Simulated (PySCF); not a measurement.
AlF3, SMILES [F][Al]([F])[F]. Atoms are numbered in the order given.

```xyz
4

Al     0.0000     0.0000     0.0000
F     -1.6342     0.0000     0.0000
F      0.8171     1.4152     0.0000
F      0.8171    -1.4152     0.0000
```
Charge 0, spin multiplicity 1.

The structure is a stationary point at B3LYP-D3(BJ)/def2-TZVP. The isomer is the one that the SMILES or the coordinates give; other isomers of the formula were not compared.

Level of theory: B3LYP/pcJ-1 run with PySCF.

Isotropic couplings with Fermi-contact, spin-dipole and both spin-orbit terms, one fixed conformer, no vibrational averaging. Isotopes: 19F.

Computed spin–spin coupling constants:
```tsv
pair	bonds apart	J (Hz)
F2–F3	2	-154.8
F2–F4	2	-154.8
F3–F4	2	-154.8
```
